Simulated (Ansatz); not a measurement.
# Titanium, hcp under LDA: how the plane-wave cutoff moves the result

A convergence test of the plane-wave cutoff. The geometry was relaxed under LDA beforehand and stays fixed; 9 values are run, from 150 to 800 eV. Wanted are the values from which on the energy stays within 10 and 1 meV/atom, and the pressure within 0.5 GPa, of the last run. Within the series other settings stay, but some runs also write fields, which adds to their time. Spin polarisation is left out.

Program: Ansatz 0.2.0. Level of theory: DFT LDA, plane waves with PAW, scalar-relativistic. These are calculated values, not measurements.

## 1. The starting structure

The structure is hexagonal, space group P6_3/mmc (No. 194). Conventional cell: a = 2.864 Å, b = 2.864 Å, c = 4.540 Å, α = 90.00°, β = 90.00°, γ = 120.00°. Ti (site symmetry -6m2) has 12 Ti at 2.81 to 2.86 Å as nearest neighbours.

Coordinates:

```
Ti
1.0
     2.86387    0.00000    0.00000
    -1.43193    2.48018    0.00000
     0.00000    0.00000    4.53999
Ti
2
Direct
  0.33333 0.66667 0.25000
  0.66667 0.33333 0.75000
```

## 2. A run at the usual settings, for scale

Contents of input.yaml:

```yaml
crystal:
  lattice:
    - [2.8638698861, 0.0, 0.0]
    - [-1.431934943, 2.4801840745, 0.0]
    - [0.0, 0.0, 4.5399943151]
  atoms:
    - { symbol: Ti, position: [0.3333333333, 0.6666666667, 0.25] }
    - { symbol: Ti, position: [0.6666666667, 0.3333333333, 0.75] }
hamiltonian:
  xc: lda
  pseudopotentials:
    kind: paw
    azcp:
      Ti: "pseudopotentials/Ti.paw.azcp"
basis:
  ecutwfc: 420
  fft_grid_basis: typed
kpoints:
  mp_grid: { grid: [21, 21, 12], shift: [0, 0, 0] }
magnetization:
  spin_polarized: false
scf:
  occupations: { method: fermi_dirac, width: 0.1 }
  lower_state_search: "off"
output:
  stress: true
```

Run with:

```console
$ ansatz run input.yaml --threads 2 --pin off --max-ram 5120MiB --backend cpu --events-out ev --progress --plain --runs-dir out
```

## 3. With a cutoff of 150 eV

The run at 150 eV.

Edit input.yaml of step 2 so:

```diff
@@ -15,6 +15,6 @@
 basis:
-  ecutwfc: 420
+  ecutwfc: 150
   fft_grid_basis: typed
 kpoints:
-  mp_grid: { grid: [21, 21, 12], shift: [0, 0, 0] }
+  mp_grid: { grid: [13, 13, 7], shift: [0, 0, 0] }
 magnetization:
@@ -26 +26,5 @@
   stress: true
+  write_density: true
+  write_potential: true
+  elf: true
+  volumetric_format: npy
```

## 4. With a cutoff of 200 eV

The run at 200 eV.

Edit input.yaml of step 3 so:

```diff
@@ -15,3 +15,3 @@
 basis:
-  ecutwfc: 150
+  ecutwfc: 200
   fft_grid_basis: typed
@@ -26,5 +26 @@
   stress: true
-  write_density: true
-  write_potential: true
-  elf: true
-  volumetric_format: npy
```

## 5. With a cutoff of 250 eV

The run at 250 eV.

Edit input.yaml of step 4 so:

```diff
@@ -15,3 +15,3 @@
 basis:
-  ecutwfc: 200
+  ecutwfc: 250
   fft_grid_basis: typed
```

## 6. With a cutoff of 300 eV

The run at 300 eV.

Edit input.yaml of step 5 so:

```diff
@@ -15,3 +15,3 @@
 basis:
-  ecutwfc: 250
+  ecutwfc: 300
   fft_grid_basis: typed
@@ -26 +26,5 @@
   stress: true
+  write_density: true
+  write_potential: true
+  elf: true
+  volumetric_format: npy
```

## 7. With a cutoff of 350 eV

The run at 350 eV.

Edit input.yaml of step 6 so:

```diff
@@ -15,3 +15,3 @@
 basis:
-  ecutwfc: 300
+  ecutwfc: 350
   fft_grid_basis: typed
@@ -26,5 +26 @@
   stress: true
-  write_density: true
-  write_potential: true
-  elf: true
-  volumetric_format: npy
```

## 8. With a cutoff of 420 eV

The run at 420 eV.

Edit input.yaml of step 7 so:

```diff
@@ -15,3 +15,3 @@
 basis:
-  ecutwfc: 350
+  ecutwfc: 420
   fft_grid_basis: typed
```

## 9. With a cutoff of 500 eV

The run at 500 eV.

Edit input.yaml of step 8 so:

```diff
@@ -15,3 +15,3 @@
 basis:
-  ecutwfc: 420
+  ecutwfc: 500
   fft_grid_basis: typed
```

## 10. With a cutoff of 600 eV

The run at 600 eV.

Edit input.yaml of step 9 so:

```diff
@@ -15,3 +15,3 @@
 basis:
-  ecutwfc: 500
+  ecutwfc: 600
   fft_grid_basis: typed
@@ -26 +26,5 @@
   stress: true
+  write_density: true
+  write_potential: true
+  elf: true
+  volumetric_format: npy
```

## 11. With a cutoff of 800 eV

The run at 800 eV.

Edit input.yaml of step 10 so:

```diff
@@ -15,3 +15,3 @@
 basis:
-  ecutwfc: 600
+  ecutwfc: 800
   fft_grid_basis: typed
@@ -26,5 +26 @@
   stress: true
-  write_density: true
-  write_potential: true
-  elf: true
-  volumetric_format: npy
```

(Steps that only read results are left out.)

Q: Predict the outcome of this session.

The runs gave:

| quantity | value |
| --- | --- |
| E(σ → 0) stays within 10 meV/atom of 800 eV | from 420 eV on |
| E(σ → 0) stays within 1 meV/atom | from 420 eV on |
| pressure stays within 0.5 GPa | from 300 eV on |
| pressure at 800 eV | -0.03 GPa |
| CPU time, dearest over cheapest | 3.9 |
| run at the usual settings (mesh 21×21×12 against the series' 13×13×7, 420 eV) | +0.6 meV/atom from 800 eV, -0.03 GPa |

**Reading.** The far end, 150 eV, lies +23567 meV/atom and -36.6 GPa from the yardstick. The energy falls at each step up in cutoff, as the variational principle asks. Total energies within 1 meV/atom need 420 eV; differences between like structures often settle sooner. The cell taken over is 9 % smaller than the measured one (17.66 Å³/atom, COD), which weighs on all values here.
